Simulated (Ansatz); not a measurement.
## BH3, singlet: energies of several shapes or isomers

Computed with Ansatz's Gaussian-basis code (development build). Basis cc-pVDZ, nonrelativistic, 1 orbital frozen in the corrections; active space CAS(6,7). Restricted Hartree–Fock, then the lowest state-specific CASSCF solution met for each case. Single-reference values can break down or jump between states where bonds are stretched. Unlike active orbitals can shift such differences by tenths of an eV, at times by over 1 eV.

Case A:

| atom | x (Å) | y (Å) | z (Å) |
| --- | --- | --- | --- |
| B | 0.0000 | 0.0000 | 0.0000 |
| H | 1.2065 | 0.0000 | 0.0000 |
| H | -0.6033 | 1.0449 | 0.0000 |
| H | -0.6033 | -1.0449 | 0.0000 |

Case B:

```xyz
4

B     0.0000    0.0000    0.0000
H     1.1100    0.0000    0.0000
H    -0.5550    0.9613    0.0000
H    -0.5550   -0.9613    0.0000
```

Case C:

```xyz
4

B     0.0000    0.0000    0.0000
H     1.3031    0.0000    0.0000
H    -0.6515    1.1285    0.0000
H    -0.6515   -1.1285    0.0000
```

Energy less that of case A, in eV:

```
case  RHF/ROHF  CASSCF
   B    +0.349  +0.499
   C    +0.363  +0.192
```

(1) What does SC-NEVPT2 give for these differences?

(2) Which case is lowest, and do the methods agree?

Answers

(1) B: +0.436 eV (10.1 kcal/mol); C: +0.253 eV (5.8 kcal/mol).

(2) A is lowest in SC-NEVPT2. Of the methods shown, RHF/ROHF, CASSCF agree.
